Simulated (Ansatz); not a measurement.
# CH8Si: the cost of one run

Method: RKS PBE-D4/6-31G*, in Ansatz 0.2.0.

### 1 The structure to begin with

Bond lengths: Si1–C2 2.220 Å, C2–H3 1.110 Å, C2–H4 1.110 Å, C2–H5 1.110 Å, Si1–H6 1.460 Å, Si1–H7 1.459 Å, Si1–H8 1.459 Å. Angles: Si1–C2–H3 109.5°, Si1–C2–H4 109.5°, Si1–C2–H5 109.5°, H3–C2–H4 109.4°, H3–C2–H5 109.4°, H4–C2–H5 109.4°, C2–Si1–H6 109.5°, C2–Si1–H7 109.5°, C2–Si1–H8 109.5°, H6–Si1–H7 109.5°, H6–Si1–H8 109.5°, H7–Si1–H8 109.5°.

Structure file:

```xyz
10

Si    0.0000    0.0000    0.0000
C     0.0000    0.0000    2.2200
H    -0.9996   -0.3092    2.5905
H     0.7676   -0.7111    2.5905
H     0.2320    1.0203    2.5905
H     1.3768    0.0000   -0.4862
H    -0.6877    1.1914   -0.4862
H    -0.6877   -1.1914   -0.4862
H    -1.6424    0.3033    0.5550
H    -1.3244    0.2446    1.5118
```

### 2 A restrained relaxation towards end A

Springs on the bonds that form and break draw the guess towards this end; the thresholds are loose.

input.yaml reads:

```yaml
crystal:
  periodic: [false, false, false]
  atoms:
    - { symbol: Si, position_ang: [0.0, 0.0, 0.0] }
    - { symbol: C, position_ang: [0.0, 0.0, 2.22] }
    - { symbol: H, position_ang: [-0.9996, -0.3092, 2.5905] }
    - { symbol: H, position_ang: [0.7676, -0.7111, 2.5905] }
    - { symbol: H, position_ang: [0.232, 1.0203, 2.5905] }
    - { symbol: H, position_ang: [1.3768, 0.0, -0.4862] }
    - { symbol: H, position_ang: [-0.6877, 1.1914, -0.4862] }
    - { symbol: H, position_ang: [-0.6877, -1.1914, -0.4862] }
    - { symbol: H, position_ang: [-1.6424, 0.3033, 0.555] }
    - { symbol: H, position_ang: [-1.3244, 0.2446, 1.5118] }
basis:
  gaussian: { orbitals: "6-31G*" }
hamiltonian:
  xc: pbe
  dispersion: d4
relax:
  f_tol: 0.15
  max_steps: 25
  restrain:
    - { distance: [0, 8], at: 2.66, k: 30.0 }
    - { distance: [9, 1], at: 2.31, k: 30.0 }
    - { distance: [0, 1], at: 1.87, k: 30.0 }
    - { distance: [9, 8], at: 0.66, k: 30.0 }
```

Launch:

```sh
$ ansatz run input.yaml --threads 1 --pin off --max-ram 2048MiB --backend cpu --events-out ev --progress --plain --runs-dir out
```

**Question.** How long does this run take on 1 thread of Arm Neoverse V1, shared host, and how much memory does it need?

About 20 s, with a peak of 0.11 GiB.
